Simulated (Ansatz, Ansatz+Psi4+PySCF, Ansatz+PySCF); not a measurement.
```tsv
atom	x (Å)	y (Å)	z (Å)
C	-0.0003	-0.1866	-1.2356
N	0.0073	0.4711	-0.0217
C	0.0004	-0.1416	1.2133
H	0.0070	0.4002	-2.1396
H	0.0058	-1.2505	-1.2001
H	-0.0050	1.4960	-0.0171
H	0.0055	0.5828	2.0418
O	-0.0005	-1.3495	1.3657
```

Basis set: cc-pVTZ (spherical functions). Correlated methods keep 4 orbitals frozen. Correlation on ROHF uses semicanonical orbitals with singles. Charge 0, multiplicity 2.

Computed with Ansatz (development build ahead of 0.2.0); each method stands on the lowest determinant of its kind that the runs found.

**Question.** Give the atomization energy at this shape (free ground-state atoms in the same class of orbitals less the molecule, no zero-point energy) of doublet C2H4NO by ROHF-MP2, UHF-MP2.

**Answer.**

| method | atomization energy |
| --- | --- |
| ROHF-MP2 | 32.44 eV |
| UHF-MP2 | 32.39 eV |
